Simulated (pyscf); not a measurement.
`[CH3][CH2][N][CH3]` [doublet] -> `[CH2]=[N][CH3]` + `[CH3]` [doublet] (bond scission; doublet surface; C–C broken, none formed). Single points on ωB97X-D3(BJ)/def2-SVP structures (PySCF, gas phase). Energies in kcal/mol from the reactant's lowest minimum found.

| level | barrier | reaction energy |
|---|---|---|
| ωB97X-D3(BJ)/def2-TZVP | 34.6 | +31.2 |
| PBE/def2-TZVP | 29.7 | +28.5 |
| r²SCAN/def2-TZVP | (withheld) | +29.1 |
| B3LYP-D3(BJ)/def2-TZVP | 29.6 | +27.2 |
| ωB97M-D3(BJ)/def2-TZVP | (withheld) | (withheld) |
| HF/def2-TZVP | 34.8 | +25.0 |

### Question
Some entries are withheld; supply them.

### Answer

- r²SCAN/def2-TZVP, barrier: 30.8
- ωB97M-D3(BJ)/def2-TZVP, barrier: 32.8
- ωB97M-D3(BJ)/def2-TZVP, reaction energy: +28.6

The functionals in the table span 5.1 kcal/mol in this barrier, from B3LYP-D3(BJ) to ωB97X-D3(BJ). H₂C=N–CH₃ lies 9.1 kcal/mol over its isomer H₃C–CH=NH, and others may lie lower still (electronic energy, ωB97M-D3(BJ)). This is the saddle that the search found; another between the same sides may lie lower.
